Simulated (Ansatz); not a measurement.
Basis-set extrapolation for N2O, SMILES `[N-]=[N+]=O` (PBE0-D4/def2-TZVP geometry, frozen core, Ansatz 0.2.0). Multiplicity 1, RHF reference.

```json
{"": "HF", "cc-pV(T+d)Z": "-183.751966", "cc-pV(Q+d)Z": "-183.765456"}
{"": "MP2 correlation", "cc-pV(T+d)Z": "-0.639167", "cc-pV(Q+d)Z": "-0.683287"}
{"": "CCSD(T) correlation", "cc-pV(T+d)Z": "-0.654372", "cc-pV(Q+d)Z": "-0.695648"}
```

Energies in hartree. Use E(X) = E(∞) + A·exp(−5.46·√X) for Hartree–Fock and E(X) = E(∞) + B·X^(−3.05) for correlation, with X = 3 and 4.

Problem. What is the CCSD(T) energy at the basis-set limit?

Solution. HF limit: -183.765456 + (-0.013490) × 0.30130 = -183.76952. Correlation limit: -0.695648 + (-0.041276) × 0.71189 = -0.72503. Total: -184.49455 hartree, 231.6 kJ/mol below CCSD(T)/cc-pV(T+d)Z.
